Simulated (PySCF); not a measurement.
## Gas-phase XPS of `N#CCC[S-]`, computed

Compound: C3H4NS (charge -1).
SMILES with atom numbers: `[N:1]#[C:2][CH2:3][CH2:4][S-:5]`

Computed with delta-SCF UKS SCAN, pcX-2 on the ionised atom, pcseg-1 elsewhere, spin-free X2C (PySCF 2.14.0). Each binding energy is the total energy of the core-ionised species, with the hole localised on one atom, minus that of the ground state; both are solved self-consistently, so orbital relaxation is included.

Question: What binding energy does each computed site have?

Answer: 
| atom(s) | environment | level | binding energy (eV) | above the level's lowest (eV) | count |
| --- | --- | --- | --- | --- | --- |
| S5 | thiolate sulfur | S 1s | 2469.30 | 0.00 | 1 |
| C3 | sp3 carbon next to a nitrile | C 1s | 287.57 | +1.08 | 1 |
| C4 | sp3 carbon bound to sulfur | C 1s | 286.49 | 0.00 | 1 |

Lowest listed C 1s: C4, bonded to S, C and 2 H. Highest, 1.08 eV above it: C3, bonded to 2 C and 2 H.

Question: Which effective nuclear charge Zeff reproduces each element's mean 1s value in the hydrogen-like formula E = 13.606 eV × Zeff²?

Answer: C (Z = 6): mean 287.0 eV, Zeff = 4.59, Z − Zeff = 1.41; S (Z = 16): mean 2469.3 eV, Zeff = 13.47, Z − Zeff = 2.53. Means run over the listed sites, weighted by atom count.

Question: Give the binding energy of C 1s of C4 in hartree and in kJ/mol.

Answer: 286.49 eV = 10.5283 Eh = 27642 kJ/mol.

The list is incomplete; no value stands for C 1s of C2 (hole states with ⟨S²⟩ of 1 or more are left out). No level of nitrogen is listed. The species carries charge -1, so core ionisation leaves a neutral species. The basis sets have no added diffuse functions. Isolated species at its PBE0-D3(BJ)/def2-SVP geometry (one conformer only). The geometry's basis has no diffuse functions, a weakness for an anion.

Shape of the structure used: `[N:1]#[C:2][CH2:3][CH2:4][S-:5]`: C2–C3–C4–S5 180°.
